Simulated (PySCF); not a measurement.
HCl⁺: frontier orbitals

PBEsol at R = 1.334 Å; H aug-pcseg-1, Cl aug-pcseg-1; no relativity (PySCF 2.14). State: ²Π (doublet), unpaired electrons π ↑. Only the outer orbitals are listed, counted within each symmetry.

```tsv
spin	orbital	occ.	ε (eV)	on H (%)	main shells (%)
α	4σ	1	-31.93	1	97 Cl s
α	5σ	1	-21.63	21	72 Cl p, 21 H s
α	2π	1	-19.69	-1	100 Cl p
α	2π	1	-18.13	0	100 Cl p
α	6σ	0	-9.41	78	80 H s, 19 Cl p, 14 Cl d
α	7σ	0	-5.19	38	44 Cl s, 37 H s, 17 Cl d
α	3π	0	-4.04	33	48 Cl d, 33 H p, 19 Cl p
β	4σ	1	-30.84	3	94 Cl s
β	5σ	1	-21.21	23	69 Cl p, 22 H s
β	2π	1	-17.62	0	100 Cl p
β	2π	0	-17.43	0	100 Cl p
β	6σ	0	-9.13	77	79 H s, 20 Cl p, 13 Cl d
β	7σ	0	-4.88	45	44 H s, 39 Cl s, 15 Cl d
```

Which are the highest filled and the lowest empty level, where do they sit, and how wide is the gap?

Highest filled β 2π at -17.62 eV (in %: 100 Cl p); lowest empty β 2π at -17.43 eV (in %: 100 Cl p); the gap at PBEsol is 0.19 eV. Both belong to one degenerate shell, split only by its one-sided filling, so this is no excitation gap.

| Property | Result |
| --- | --- |
| bond order (Mayer) | 0.64 |
| ⟨S²⟩ | 0.752 |
| charge on H (Mulliken, basis-dependent) | 0.53 |
| charge on H (Löwdin, basis-dependent) | 0.05 |
| dipole moment (positive dipole points towards Cl; it is taken about the centre of mass and depends on that origin) | -1.80 D |

Shares are Mulliken populations and can fall outside 0 to 100 %.

The state was picked by a PBE0 search and need not be the measured ground state.
